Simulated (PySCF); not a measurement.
Compound: C4H9NO.
Cartesian coordinates in Å at the PBE0-D3(BJ)/def2-SVP level; atoms count from 1:
```
atom  x, y, z in Å
C1    -2.215   -0.424   -0.305
C2    -0.753   -0.417   -0.716
C3     0.158    0.177    0.343
C4     1.609    0.263   -0.104
N5     2.486    0.618    0.873
O6     1.961    0.045   -1.245
H7    -2.587    0.597   -0.120
H8    -2.849   -0.869   -1.086
H9    -2.374   -1.003    0.619
H10   -0.414   -1.441   -0.944
H11   -0.613    0.147   -1.651
H12   -0.173    1.198    0.606
H13    0.104   -0.404    1.281
H14    2.197    0.798    1.823
H15    3.462    0.715    0.628
```

The closed-shell ground state was solved at several levels (PySCF, density fitting, gas phase, non-relativistic).

| level | basis functions | total energy (Eh) | HOMO (eV) | LUMO (eV) | gap (eV) | dipole (D) |
| --- | --- | --- | --- | --- | --- | --- |
| PBE0/pcSseg-0 | 72 | -286.8379 | -7.21 | 0.99 | 8.20 | 3.79 |
| PBE0/6-31G | 72 | -287.4225 | -7.03 | 1.08 | 8.11 | 3.78 |
| PBE0/6-311+G(2d,p) | 216 | -287.5986 | -7.36 | 0.02 | 7.38 | 3.65 |
| wB97X-D/pcSseg-1 | 147 | -287.7210 | -9.24 | 2.74 | 11.98 | 3.72 |
| BHandHLYP/pcSseg-1 | 147 | -287.6369 | -8.89 | 1.79 | 10.68 | 3.79 |
| PBE0/def2-SVP | 129 | -287.3030 | -7.09 | 1.10 | 8.19 | 3.61 |

Task: What might PBE0/IGLO-III (300 basis functions) give for the same quantities?

Result: Total energy -287.6293 Eh, HOMO -7.34 eV, LUMO 0.46 eV, gap 7.80 eV, dipole 3.61 D.

Task: Over all these levels, which gives the widest orbital gap and which the narrowest?

Result: wB97X-D/pcSseg-1 (range-separated hybrid) has the widest, 11.98 eV, and PBE0/6-311+G(2d,p) (global hybrid, 25 % exact exchange) the narrowest, 7.38 eV. Functional and basis both differ between the two, so the spread mixes both effects.

Task: How much does the basis alone move the frontier levels among the 5 PBE0 rows (the withheld one included)?

Result: The HOMO by 0.33 eV and the LUMO by 1.08 eV. By rising basis size (HOMO, LUMO in eV): pcSseg-0 -7.21, 0.99; 6-31G -7.03, 1.08; def2-SVP -7.09, 1.10; 6-311+G(2d,p) -7.36, 0.02; IGLO-III -7.34, 0.46.

Task: How far do the dipole and the HOMO energy spread over the levels?

Result: The dipole runs from 3.61 to 3.79 D (mean 3.71 D) and the HOMO from -9.24 to -7.03 eV.

One conformer stands for the species.

wB97X-D is run here without its empirical dispersion term; that term would change no orbital, density or response property at a fixed geometry.
